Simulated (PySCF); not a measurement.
SF₂: adding exact exchange

Base calculation in PySCF with density fitting and no spin–orbit coupling, PBE/def2-TZVP (no relativity): singlet, C2v, S–F 1.620 Å (×2); F–S–F 99.4°; wavenumbers 323, 771, 796 cm⁻¹; dipole moment 1.05 D, gap between the highest occupied and lowest empty levels 2.84 eV, polar-tensor charge of S 0.88 e, atomisation energy (no zero-point energy) 801 kJ/mol.

**Question.** What changes on going to PBE0/def2-TZVP (no relativity)?

**Answer.** The point group stays the same. Changes: mean bond to S -0.030 Å, smallest bond angle -0.8 degrees, highest wavenumber +66 cm⁻¹, lowest wavenumber +31 cm⁻¹, dipole moment +0.02 D, gap between the highest occupied and lowest empty levels +2.68 eV, polar-tensor charge of S +0.06 e, atomisation energy (no zero-point energy) -79 kJ/mol. The new structure has S–F 1.590 Å (×2); F–S–F 98.6°, with wavenumbers 354, 835, 862 cm⁻¹. Exact exchange shortens and stiffens the bonds and opens the gap, the usual pattern.

The structures come from searches over a few start shapes, so lower isomers are not excluded.
